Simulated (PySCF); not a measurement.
Molecule: SMILES S(C)C=C(C)C, C5H10S.

Molfile (atoms numbered from 1):
```
C5H10S
     RDKit          3D

 16 15  0  0  0  0  0  0  0  0999 V2000
    2.8672   -0.4353   -0.3519 C   0  0  0  0  0  0  0  0  0  0  0  0
    1.3599   -0.6264    0.6192 S   0  0  0  0  0  0  0  0  0  0  0  0
    0.2085    0.1738   -0.4414 C   0  0  0  0  0  0  0  0  0  0  0  0
   -1.0975    0.3401   -0.1746 C   0  0  0  0  0  0  0  0  0  0  0  0
   -1.7306   -0.1470    1.0919 C   0  0  0  0  0  0  0  0  0  0  0  0
   -2.0016    1.0331   -1.1488 C   0  0  0  0  0  0  0  0  0  0  0  0
    2.7851   -0.9405   -1.3255 H   0  0  0  0  0  0  0  0  0  0  0  0
    3.1194    0.6249   -0.5000 H   0  0  0  0  0  0  0  0  0  0  0  0
    3.6729   -0.9111    0.2235 H   0  0  0  0  0  0  0  0  0  0  0  0
    0.6286    0.5478   -1.3813 H   0  0  0  0  0  0  0  0  0  0  0  0
   -2.1904    0.6891    1.6462 H   0  0  0  0  0  0  0  0  0  0  0  0
   -2.5403   -0.8646    0.8745 H   0  0  0  0  0  0  0  0  0  0  0  0
   -1.0108   -0.6409    1.7601 H   0  0  0  0  0  0  0  0  0  0  0  0
   -2.8270    0.3705   -1.4629 H   0  0  0  0  0  0  0  0  0  0  0  0
   -1.4649    1.3593   -2.0511 H   0  0  0  0  0  0  0  0  0  0  0  0
   -2.4714    1.9209   -0.6904 H   0  0  0  0  0  0  0  0  0  0  0  0
  1  2  1  0
  2  3  1  0
  3  4  2  3
  4  5  1  0
  4  6  1  0
  1  7  1  0
  1  8  1  0
  1  9  1  0
  3 10  1  0
  5 11  1  0
  5 12  1  0
  5 13  1  0
  6 14  1  0
  6 15  1  0
  6 16  1  0
M  END
```

Geometry PBE0-D3(BJ)/def2-SVP throughout; GIAO in PySCF 2.14, gas phase, one conformer, non-relativistic; equivalent atoms averaged; basis pcSseg-1.

For orientation, BP86 gives these shifts δ (against TMS, CS2 at the same level): C4 130.0, C3 129.9, C6 28.0, C1 20.9, S2 8.7, H10 5.23, H7/H8/H9 2.13, H14/H15/H16 1.77, H11/H12/H13 1.67 ppm.

A run gave: C4 129.7, C3 130.0, C6 27.8, C1 20.7, S2 7.6, H10 5.23, H7/H8/H9 2.12, H14/H15/H16 1.77, H11/H12/H13 1.66 ppm (shifts δ (against TMS, CS2 at the same level)).

Task: Which functional was used in that run?
A. PBE
B. LDA
C. OPBE
D. BLYP
E. HF

Result: A. C4 tells them apart best: PBE gives 129.7, HF gives 138.1, BLYP gives 131.4, OPBE gives 123.7, LDA gives 133.9 ppm.
